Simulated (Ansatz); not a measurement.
A made-up structure of LiHSO, closed shell:

Li1  (-1.760, 0.155, 1.162)
O2  (-0.421, 0.175, 0.291)
S3  (0.909, 0.464, -0.550)
H4  (-2.766, 0.034, 2.388)
(Å)

It is relaxed with PBE-D4/def2-SVP and then PBE0-D4/def2-TZVP (Ansatz 0.2.0). Atoms count as bonded within 1.22 times the sum of their covalent radii (H–H: 0.88 Å). The end point is not checked to be a true minimum.

Q: Does its bonding change? (Judge from chemistry; the calculation decides.)

A: By the calculation: Yes. Formed: Li1–S3, O2–H4; broken: Li1–H4.

Where it ends: The first stage lowers the energy by 3.22 eV in 32 steps. It ends as LiHSO ([Li]1[OH][S]1):
```
atom    x (Å)    y (Å)    z (Å)
 Li1  -2.1257   0.2927  -0.1095
  O2  -1.0842  -0.1726   1.3122
  S3   0.0058   0.3692   0.0021
  H4  -0.8340   0.3374   2.0852
```

Labels in which every atom is bracketed show which atoms are joined, not bond orders.

For scale, one of the runs: PBE0-D4/def2-TZVP relaxation, 88 basis functions, launched by `ansatz run in.yaml --threads 2 --pin off --events-out ev --progress --plain --max-ram 4352MiB`. The run took about 6.5 s on 2 CPU threads of an Arm Neoverse V2 (shared host).
